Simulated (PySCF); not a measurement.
Amide anion, NH₂ (charge -1).
Geometry (PBE0-D3(BJ)/def2-SVP, Å), atoms numbered from 1 in this order:
```
atom  x, y, z in Å
N1     0.0192    0.4335    0.0125
H2    -0.7876   -0.2396   -0.0297
H3     0.7750   -0.2963   -0.0278
```

Computed with PySCF at PBE0/pcSseg-1, non-relativistic, on one gas-phase PBE0-D3(BJ)/def2-SVP geometry that isn't relaxed in the solvent. The solvent is an IEF-PCM continuum (van der Waals radii × 1.2). Specific hydrogen bonds and non-electrostatic terms are outside this model.

Gas phase at PBE0/pcSseg-1: HOMO 3.52 eV, LUMO 8.69 eV.

**Question.** What does the continuum do to the energy and the frontier levels at PBE0/pcSseg-1 in cyclohexane and benzene?

**Answer.** 
| solvent | ε | E(solvent) − E(gas) (kcal/mol) | polarisation term (kcal/mol) | distortion of the solute (kcal/mol) | HOMO (eV) | LUMO (eV) |
| --- | --- | --- | --- | --- | --- | --- |
| cyclohexane | 2.017 | -43.52 | -43.84 | 0.32 | -0.09 | 5.57 |
| benzene | 2.271 | -48.41 | -48.82 | 0.41 | -0.49 | 5.23 |

The first energy column is the sum of the next two and covers electrostatics alone. From cyclohexane to benzene the lowering changes by a factor 1.11, Born's factor 1 − 1/ε by 1.11 and ε itself by 1.1.

**Question.** Which radius a makes Born's formula ΔE = −(q²/2a)(1 − 1/ε) give the value in benzene?

**Answer.** a = q²(1 − 1/ε)/(2|ΔE|) = 1.92 Å, with q = -1 e and |ΔE| = 0.0772 Eh; the farthest nucleus lies 0.82 Å from the centroid of the nuclei. The formula assumes a point charge at the centre of a sphere.

**Question.** Which Hirshfeld charges (PBE0/pcSseg-1) respond most in benzene (means over atoms taken as equivalent)?

**Answer.** 
```csv
atoms,environment,gas (e),solvent (e),change
N1,nitrogen bonded to 2 H,-0.820,-0.850,-0.030
H2/H3,N–H hydrogen,-0.090,-0.075,+0.015
```
